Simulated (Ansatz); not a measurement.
Total energies of C2H3O (`C=C[O]`) radical.

```xyz
6

C     0.4370    0.2802    0.5034
C    -0.4235   -0.2858   -0.4747
O    -0.7199    0.2882   -1.5169
H     0.8576    1.2640    0.3329
H     0.6784   -0.2547    1.4140
H    -0.8297   -1.2918   -0.2587
```

Charge 0, multiplicity 2. The geometry is a stationary point of PBE0-D4/def2-TZVP. Basis def2-TZVPP, Ansatz 0.2.0.

RPA on PBE orbitals: Hartree–Fock energy of these orbitals -152.32366 Eh, correlation -0.86062 Eh (frozen core).

```tsv
functional	energy without D4 (Eh)	D4 term (kJ/mol)
LDA (SPW92)	-151.95510	–
PBE	-153.05152	-6.2
r2SCAN	-153.15178	-1.5
B97M-V	-153.21280	–
PBE0	-153.05702	-5.1
r2SCAN0	-153.13046	-1.7
HSE06 (plane-wave form)	-153.04908	-4.6
BHLYP	-153.15055	-6.6
CAM-B3LYP	-153.16622	-5.0
B2PLYP	-153.11307	–
```

(1) Give the same for revPBE, BLYP, B3LYP, r2SCANh, LC-ωPBE, ωB97X-V, ωB97M-V, PBE-QIDH. (Best estimate.)

B3LYP takes the VWN-RPA correlation (the form of Gaussian; ORCA's B3LYP/G). HSE06 is the plane-wave form, built on full-range PBE exchange. The double hybrids freeze the cores in their second-order part.

Answers

(1) Ansatz gave: 
```
functional  energy without D4 (Eh)  D4 term (kJ/mol)
    revPBE              -153.19318             -24.1
      BLYP              -153.19466             -14.5
     B3LYP              -153.24028             -10.0
   r2SCANh              -153.14292              -1.5
   LC-ωPBE              -153.13268                 –
   ωB97X-V              -153.18106                 –
   ωB97M-V              -153.17195                 –
  PBE-QIDH              -153.02715                 –
```

LC-ωPBE has ω = 0.4 bohr⁻¹.
